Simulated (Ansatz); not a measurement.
# BH3NS: the cost of one run

Method: UKS B3LYP/def2-SVP, in Ansatz 0.2.0.

## 1. The starting structure

Bond lengths: N1–B2 1.466 Å, B2–S3 1.857 Å, N1–H4 1.015 Å, N1–H5 1.037 Å, S3–H6 1.426 Å. Angles: N1–B2–S3 119.8°, B2–N1–H4 109.7°, B2–N1–H5 112.0°, H4–N1–H5 103.2°, B2–S3–H6 92.8°.

Coordinates:

```xyz
6

N    -0.8209    0.3250   -0.6495
B    -0.3643   -0.6469    0.3491
S     0.6929   -0.0841    1.7678
H    -1.3365   -0.1536   -1.3807
H    -0.0296    0.7569   -1.1626
H     1.9004   -0.2613    1.0297
```

## 2. Relaxing end A

Input file input.yaml:

```yaml
crystal:
  periodic: [false, false, false]
  atoms:
    - { symbol: "N", position_ang: [-0.8209, 0.325, -0.6495] }
    - { symbol: B, position_ang: [-0.3643, -0.6469, 0.3491] }
    - { symbol: S, position_ang: [0.6929, -0.0841, 1.7678] }
    - { symbol: H, position_ang: [-1.3365, -0.1536, -1.3807] }
    - { symbol: H, position_ang: [-0.0296, 0.7569, -1.1626] }
    - { symbol: H, position_ang: [1.9004, -0.2613, 1.0297] }
magnetization:
  spin_polarized: true
  initial_magnetization: 1
basis:
  gaussian: { orbitals: def2-SVP }
hamiltonian:
  xc: b3lyp
relax:
  f_tol: 0.015
  max_steps: 40
output:
  orbitals: {}
```

The run is started by

```
$ ansatz run input.yaml --threads 1 --pin off --max-ram 2048MiB --backend cpu --events-out ev --progress --plain --runs-dir out
```

What time and memory should one allow on 1 thread of Arm Neoverse V2, shared host?

About 23 s, with a peak of 0.14 GiB.
